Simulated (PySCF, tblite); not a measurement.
# C₄H₆N radical: geometry, infrared bands and EPR parameters

Wanted: the infrared bands and EPR parameters of C₄H₆N radical (`[N]=CC1CC1`), by calculation.

Programs: tblite 0.8.0 and PySCF 2.14.0, with density-fitted response routines of our own. Each step states its level of theory. These are calculated values for one molecule in the gas phase, unless marked as measured. Atoms are numbered from 0 throughout.

## (1) The molecule as given

11 atoms, charge 0, multiplicity 2; geometry from: force field or distance geometry start.

Bonds of the start (Å): N0–C1 1.47, C1–C2 1.45, C2–C3 1.51, C3–C4 1.50, C4–C2 1.52, C1–H5 1.10, C2–H6 1.10, C3–H7 1.09, C3–H8 1.07, C4–H9 1.08, C4–H10 1.09.

## (2) Geometry optimisation with GFN2-xTB

What the job is given:

```
{"job": {"kind": "relax", "xc": "GFN2-xTB", "basis": "xTB"}, "charge": 0, "multiplicity": 2}
N      2.663900     0.189200     0.248300
C      1.466400    -0.486000    -0.265000
C      0.235400     0.260500    -0.457500
C     -1.100500    -0.400400    -0.217800
C     -0.612200     0.653400     0.737500
H      1.503600    -1.564700    -0.494300
H      0.262400     0.974600    -1.288600
H     -1.102100    -1.427100     0.151400
H     -1.919900    -0.166100    -0.867400
H     -0.287300     0.349300     1.722100
H     -1.104300     1.620000     0.705400
```

Started as:

```console
> OMP_NUM_THREADS=1 python probes_run.py task.json out
```

The driver reads the jobs from task.json and runs them one after another.

**Question.** This job is followed by: GFN2-xTB harmonic vibrations, gas phase; UKS B3LYP, pcH-1 on C H N, non-relativistic, mean-field spin-orbit, GIAO. Predict these results of the whole session: strongest single infrared mode (GFN2-xTB); zero-point energy (GFN2-xTB); g(iso) (B3LYP); ⟨S²⟩; largest a(iso) (averaged by class); potential on the surface of density 0.002 e/bohr³, 1st and 99th percentile.

**Answer**, as computed:

```
                                                                  quantity                 value
                                 strongest single infrared mode (GFN2-xTB)  3114 cm⁻¹, 42 km/mol
                                              zero-point energy (GFN2-xTB)         55.1 kcal/mol
                                                            g(iso) (B3LYP)               2.00290
                                                                      ⟨S²⟩    0.758 (exact 0.75)
                                        largest a(iso) (averaged by class)   1H on H5, 247.5 MHz
potential on the surface of density 0.002 e/bohr³, 1st and 99th percentile    -1.77 V and 1.24 V
```

**Reading.** Relaxing lowered the energy by 1.624 eV in 68 steps; the close pair that moved most is N0–C1, from 1.467 to 1.223 Å. No mode is imaginary among the 27: a minimum at this level. The strongest single mode, at 3114 cm⁻¹, is carried by H10, H8, H9, H7. Unscaled tight-binding wavenumbers are off by several per cent, some by more. Its intensities can rank the bands wrongly. Most of the unpaired spin sits on N0 (0.95 e). The isotropic g lies 0.6 ppt above the free-electron value. The conformer search found further structures of the same energy, which may be mirror or relabelled copies of this one.
